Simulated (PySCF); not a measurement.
Dimethyl sulfoxide, C2H6OS.
SMILES: `CS(C)=O`

The closed-shell ground state was solved at several levels (PySCF, density fitting, gas phase, non-relativistic). Geometry: GFN2-xTB; no solvent, vibrations or thermal averaging.

| level | basis functions | HOMO (eV) | LUMO (eV) | gap (eV) | dipole (D) |
| --- | --- | --- | --- | --- | --- |
| PBE0/def2-SVPD | 138 | -6.79 | 0.49 | 7.28 | 3.92 |
| PBE0/pcSseg-1 | 105 | -6.63 | 0.93 | 7.56 | 3.77 |

(1) Estimate the row for CAM-B3LYP/def2-SVPD, a basis of 138 functions; the other rows only guide the guess.

(2) Over all these levels, which gives the widest orbital gap and which the narrowest?

(3) How far do the dipole and the HOMO energy spread over the levels?

Answers

(1) HOMO -8.16 eV, LUMO 1.10 eV, gap 9.26 eV, dipole 4.06 D.

(2) CAM-B3LYP/def2-SVPD (range-separated hybrid) has the widest, 9.26 eV, and PBE0/def2-SVPD (global hybrid, 25 % exact exchange) the narrowest, 7.28 eV. The two share the basis. From the narrowest to the widest the HOMO moves by -1.37 eV and the LUMO by +0.61 eV.

(3) The dipole runs from 3.77 to 4.06 D (mean 3.92 D) and the HOMO from -8.16 to -6.63 eV.
